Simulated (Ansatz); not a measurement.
The input, for Ansatz 0.2.0:

```yaml
crystal:
  periodic: [false, false, false]
  atoms:
    - {symbol: B, position_ang: [0.000000, 0.000000, 2.356558]}
    - {symbol: O, position_ang: [0.000000, 0.000000, -0.215569]}
    - {symbol: H, position_ang: [0.000000, 0.000000, -2.140989]}
basis:
  gaussian: {orbitals: 6-31G}
magnetization: {spin_polarized: false}
correlation: {method: ccsdtq, electrons: outside_noble_gas}
```

```sh
$ ansatz run in.yaml --threads 1 --pin off --events-out ev --progress --plain --max-ram 2393MiB
```

Q: Roughly how long does this take on 1 thread of Arm Neoverse V1, shared host, and how much host memory?

A: 79 s wall and 0.18 GiB.

```
375 factors; integrals over basis functions are off by at most 5.7e-8 eV
mean field evaluation 1: about -2700.6532 eV, gradient 5.9e1 eV
mean field evaluation 2: about -2700.6536 eV, gradient 5.9e1 eV
mean field evaluation 4: about -2707.9356 eV, gradient 2.9e1 eV
mean field evaluation 8: about -2711.2075 eV, gradient 3.1e-1 eV
mean field evaluation 16: about -2711.2086 eV, gradient 2.9e-6 eV
mean field evaluation 32: about -2707.2374 eV, gradient 1.5e-5 eV
mean field evaluation 64: about -2708.7038 eV, gradient 9.8e0 eV
mean field evaluation 96: about -2704.2129 eV, gradient 6.7e0 eV
mean field evaluation 128: about -2704.6810 eV, gradient 5.0e-3 eV
mean field evaluation 160: about -2701.6206 eV, gradient 4.1e-1 eV
...
mean field -2711.20863768 eV, -99.6350797115 hartree, gradient 2.9e-6 eV, S^2 0.000000; 6 other end points of the search recorded, 0 dependent functions left out; unrestricted orbitals would lower it
...
determinant -2711.20863768 eV, -99.6350797115 hartree, with singles and doubles -2717.87712938 eV, -99.8801422616 hartree
determinant -2707.23739616 eV, -99.4891392775 hartree, with singles and doubles -2713.77061141 eV, -99.7292305095 hartree
unrestricted determinant -2715.74736248 eV, -99.8018747715 hartree, S^2 1.7908
2 core orbitals not correlated: weight in the atoms' cores, before any rotation towards them, 1.000 or more for the frozen orbitals, at most 0.000 for the correlated occupied ones
reference -2711.20863768 eV, -99.6350797115 hartree; 5, 5 occupied and 13, 13 virtual orbitals, 375 factors
second order -5.29855019 eV of doubles, -0.00000000 eV of singles
...
cycle 185  -8.03682721 eV  change    1.2e-7 eV  update   5.1e-7
cycle 186  -8.03682689 eV  change    3.2e-7 eV  update   4.5e-7
cycle 187  -8.03682692 eV  change   -3.5e-8 eV  update   6.2e-7
cycle 188  -8.03682688 eV  change    3.8e-8 eV  update   4.7e-7
cycle 189  -8.03682703 eV  change   -1.5e-7 eV  update   4.9e-7
cycle 190  -8.03682713 eV  change   -9.8e-8 eV  update   4.1e-7
cycle 191  -8.03682705 eV  change    7.5e-8 eV  update   4.4e-7
cycle   1  -8.03682613 eV  update   1.2e-6
cycle   2  -8.03682638 eV  change   -2.6e-7 eV  update   1.5e-6
cycle   3  -8.03682622 eV  change    1.6e-7 eV  update   4.0e-7
WARN: these amplitudes may be one of several solutions (largest doubles amplitude 0.43, level shift 0.74 eV)
Total energy: -2719.24546390 eV, -99.9304276277 hartree
```

The T1 diagnostic is 0.268, too large for the energy to be relied on.
